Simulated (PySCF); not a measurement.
# Working out the ionisation energy of F

F [He] 2s2 2p5 (2P) → F⁺ [He] 2s2 2p4 (3P). All numbers are calculated (PySCF 2.14, scalar relativity by spin-free X2C-1e, in jorge-DZP-DKH). Frozen: 1s2. Energies in hartree (1 hartree = 27.21139 eV):

```tsv
part	F (lower)	F⁺ (upper)
UHF	-99.483874	-98.907506
CCSD correlation	-0.143526	-0.103459
(T)	-0.001656	-0.000882
```

Question: What does Hartree-Fock give?

Answer: (-98.907506) − (-99.483874) = 0.576368 hartree = 15.684 eV.

Question: What do CCSD and CCSD(T) give?

Answer: The CCSD correlation energies differ by 0.040067 hartree = 1.090 eV and the triples by 0.000774 hartree = 0.021 eV, so CCSD gives 16.774 eV and CCSD(T) 16.795 eV.

Measured between the centres of the two terms (NIST): 17.427 eV, so CCSD(T) (valence) is off by -0.632 eV.

A double-zeta basis recovers only part of the correlation energy.

What remains against the reference includes basis incompleteness, the frozen core and higher excitations.
